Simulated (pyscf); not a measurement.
## Four-centre exchange: `[OH][Al]` [singlet] + `[OH2]` → `[OH][Al]` [singlet] + `[OH2]`

Gas phase, singlet surface, charge 0. Bonds broken: O2–H5, H3–O4. Bonds formed: O2–H3, O4–H5. PySCF, gas phase, ωB97X-D3(BJ)/def2-SVP geometries. MP2 and CC: frozen core, UHF for open shells. ΔMP2 is the change of the MP2 total energy from the triple- to the quadruple-zeta basis.

Transition state (Å):

```xyz
6

Al     0.5611    -0.1602     2.0340
O     -0.5139    -0.0955     0.7165
H     -1.1774    -0.6404    -0.3145
O     -1.9965    -0.0702    -0.8952
H     -1.4835     0.4738    -0.0155
H     -1.5789     0.2614    -1.7034
```

One imaginary mode, 2097i cm⁻¹; descent along it reached the two sides named, in the forms told below.

```
bond   change  reactant side (Å)  saddle  product side
-----  ------  -----------------  ------  ------------
O2–H5  breaks              0.967   1.342           3.2
H3–O4  breaks              0.966   1.155         1.828
O2–H3   forms                3.2   1.342         0.967
O4–H5   forms              1.828   1.155         0.966
```

Electronic energies relative to the separated reactants (eV):

```
level                             barrier  reaction energy  reverse barrier
--------------------------------  -------  ---------------  ---------------
ωB97X-D3(BJ)/def2-TZVP               1.72             0.00             1.72
PBE/def2-TZVP                        1.34             0.00             1.34
r²SCAN/def2-TZVP                     1.49             0.00             1.49
B3LYP-D3(BJ)/def2-TZVP               1.62             0.00             1.62
PBE0-D3(BJ)/def2-TZVP                1.54             0.00             1.54
M06-2X/def2-TZVP                     1.65             0.00             1.65
ωB97M-D3(BJ)/def2-TZVP               1.69             0.00             1.69
HF/def2-TZVP                         2.56             0.00             2.56
MP2/def2-QZVPP                       1.68             0.00             1.68
CCSD/def2-TZVPP                      1.92             0.00             1.92
CCSD(T)/def2-TZVPP                   1.77             0.00             1.77
CCSD(T)/def2-TZVPP + ΔMP2(QZVPP)     1.80             0.00             1.80
```

With CCSD(T)/def2-TZVPP + ΔMP2(QZVPP) energies and thermal terms (ideal gas, 1 atm, RRHO with modes under 100 cm⁻¹ raised to 100, one conformer, R ln 2 for chiral ones without a mode under 150 cm⁻¹), in eV:

| T (K) | ΔH‡ | ΔG‡ | ΔH | ΔG |
|---|---|---|---|---|
| 298 | 1.69 | 2.08 | 0.00 | 0.00 |
| 600 | 1.66 | 2.50 | 0.00 | 0.00 |
| 900 | 1.67 | 2.91 | 0.00 | 0.00 |
| 1200 | 1.69 | 3.32 | 0.00 | 0.00 |

On the reactant side the descent ends in a complex, 0.26 eV under the separated species and 1.97 eV under the saddle at ωB97X-D3(BJ)/def2-TZVP. On the product side the descent ends in a complex, 0.26 eV under the separated species and 1.97 eV under the saddle at ωB97X-D3(BJ)/def2-TZVP. The reactants may also form a dative adduct at HO–Al [singlet]; it and routes through it were not searched. The products may also form a dative adduct at HO–Al [singlet]; it and routes through it were not searched. One saddle was located; it need not be the lowest between these sides. The CCSD(T) − MP2 part came from Ansatz, without density fitting, on the same reference.
